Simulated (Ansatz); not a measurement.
For rock-salt SrO, rVV10 in Ansatz (plane waves, PAW) gives:

| Item | Value |
|---|---|
| lattice constant a | 5.191 Å |
| formation enthalpy | -2.980 eV/atom |

Question: What does HSE06 (Ansatz, a program for electronic structure, plane waves, PAW) give for the same quantities?

Answer: 
- lattice constant a: 5.154 Å (drops by 0.7 %)
- formation enthalpy: -2.761 eV/atom (moves by +0.219 eV/atom)

For comparison: lattice constant a 5.16 Å (measured, 300 K, not corrected to a static lattice; as tabulated in Santana et al. (2016), arXiv:1608.06321); formation enthalpy -3.068 eV/atom (measured, 298 K, no zero-point or thermal correction; as tabulated in Friedrich et al. (2018), arXiv:1811.08952).

Changes are worked out from the printed values.

Unless a cell is named, each level is at its own relaxed cell (rVV10 17.49, HSE06 17.11 Å³/atom).

Caveats: hybrids on metals are sensitive to the k mesh and can open a false gap (HSE06). Ansatz's density-functional and Hartree–Fock values are scalar-relativistic unless marked +SOC, with PAW data made under PBE.
